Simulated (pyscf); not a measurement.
PySCF, gas phase, ωB97X-D3(BJ)/def2-SVP geometries.

Task: O=Cr(=O)(OH)–Br + water (H₂O) -> O=Cr(=O)(OH)–OH + hydrogen bromide (HBr)
Surface: singlet. Broken: Br–Cr, H–O. Formed: Cr–O, Br–H. Give ΔE‡ and ΔE from ωB97M-D3(BJ)/def2-TZVP, relative to the separated reactants.

Result: ΔE‡ = 0.66 eV, ΔE = +0.32 eV. Zero-point energy shifts the barrier by -0.04 eV. It is a four-centre exchange, with an imaginary mode of 455i cm⁻¹. On the product side the descent ends in a complex, 0.24 eV under the separated species and 0.48 eV under the saddle at ωB97X-D3(BJ)/def2-TZVP. This is the saddle that the search found; another between the same sides may lie lower. Elements up to Kr have no core potential and no relativistic terms here.
